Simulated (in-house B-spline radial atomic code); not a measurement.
**RPA and G0W0 on LDA VWN5: Ar**

Configuration [Ne] 3s2 3p6, mean-field start LDA VWN5. Computed with a B-spline radial code for spherical atoms: all electrons, scalar-relativistic (spin-free one-electron X2C), finite nucleus, each spin shell either full or empty, empty states to l = 9 with an (l + 1/2)⁻⁴ tail; G0W0 by contour deformation at full frequency.

Command:
```bash
python run_gw.py task.json out
```
Settings (radii: box in bohr, nucleus in fm):
```
Z                        18
electrons                18
configuration            [Ne] 3s2 3p6
hamiltonian              x2c
method                   lda,vwn
lmax                     9
rms_radius               3.4274
spin_polarised           False
box_radius               40
intervals                74
```

Cost of the run: 2.6 s on 1 thread of Arm Neoverse N1 (shared host).

Energies (hartree):

```
                                     term       value
                         mean-field total  -527.75178
Hartree-Fock functional on these orbitals  -528.61174
                      direct second order     -1.3247
                    second-order exchange     0.44714
                         SOSEX correction     0.39743
```

**Question.** What is the RPA correlation energy, and what remains with SOSEX?

**Answer.** RPA gives -1.1177 hartree (-1.69 eV per electron); RPA + SOSEX gives -0.72031, and the second-order doubles -0.8776 hartree (no singles). SOSEX takes back 36 % of the RPA value.

Quasi-particle levels (eV):

```csv
level,occupied,mean field,Σx - vxc,Σc,QP weight,G0W0
3p,yes,-10.386,-5.68,?,?,?
```

G0W0 = mean field + (Σx - vxc) + Σc, with Σc (partial-wave tail included) taken at the quasi-particle energy. Only the outer levels were computed. Levels of low weight are left out.

**Question.** Where does G0W0 put 3p?

**Answer.** At -15.479 eV, with Σc = 0.59 eV and a quasi-particle weight of 0.840. The tabulated removal energy is 15.760 eV (NIST, measured); the calculation leaves out spin-orbit coupling, Breit and QED terms, and what these don't explain is the method's own error.
